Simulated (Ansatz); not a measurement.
Program: Ansatz. Geometries: PBE0-D4/def2-TZVP. ΔE: electronic, gas phase. CBS: MP2 limit from def2 TZ/QZ plus the TZ coupled-cluster correction, frozen cores. This one scheme is used for every species. Functionals use def2-TZVPP. B3LYP here is the variant with VWN-RPA as its local correlation; programs differ in this. HSE06 is defined as in plane-wave codes. Each species was taken in one conformer, which may not be the lowest.

Reaction (substitution at a C–F bond): `FCCCF` + H₂S → `FCCCS` + H–F

`FCCCF`:

Z-matrix (Å, degrees):
```
C
C 1 1.508
F 1 1.387 2 109.8
H 1 1.093 2 111.2 3 119.1
H 1 1.093 2 111.1 3 -119.0
C 2 1.508 1 113.1 3 -64.0
H 2 1.095 1 109.4 3 57.3
H 2 1.095 1 108.7 3 174.2
F 6 1.387 2 109.8 1 -64.0
H 6 1.093 2 111.2 1 55.0
H 6 1.093 2 111.1 1 176.9
```

H₂S:

```xyz
3

S    -0.421   -0.302    0.340
H     0.839    0.102    0.563
H    -0.418    0.199   -0.904
```

`FCCCS`:

Cartesian coordinates in Å:
```
F 0.624 -2.053 -0.546
C 0.774 -0.738 -0.965
C -0.438 0.064 -0.569
C -0.653 0.144 0.934
S 0.651 1.014 1.843
H 1.680 -0.343 -0.496
H 0.901 -0.749 -2.051
H -0.338 1.070 -0.990
H -1.325 -0.387 -1.029
H -1.615 0.603 1.166
H -0.665 -0.860 1.363
H 0.405 2.236 1.342
```

H–F:

Z-matrix (Å, degrees):
```
F
H 1 0.920
```

```tsv
level	ΔE (kJ/mol)	difference from CCSD(T)/CBS
B3LYP-D4	-20.9	13.5
r2SCANh-D4	-22.8	11.6
HSE06-D4	-28.9	5.5
CAM-B3LYP-D4	-15.4	19.0
ωB97X-V	-19.4	15.0
r2SCAN0	-23.0	11.4
HSE06	-24.0	10.4
SCS-MP2/def2-TZVPP	-30.4	4.0
SCS-MP2/def2-QZVPP	-34.1	0.3
CCSD/CBS(def2)	-30.6	3.8
CCSD(T)/CBS	-34.4	0
```

Largest T1 diagnostic among the species: 0.010.

In def2-TZVPP, CCSD(T) changes the Hartree–Fock value by −25.7 kJ/mol (the triples alone add −3.8 kJ/mol) and MP2 by −38.4 kJ/mol. Leaving LDA and LC-ωPBE aside and taking each functional with its dispersion term where it has one, the values, not all of them listed here, spread over 17.3 kJ/mol, from revPBE-D4 to CAM-B3LYP-D4. LDA lies −4.9 kJ/mol from PBE without D4. From r2SCAN to r2SCAN0 (25 % exact exchange), in def2-TZVPP and without D4, ΔE moves by −3.2 kJ/mol.
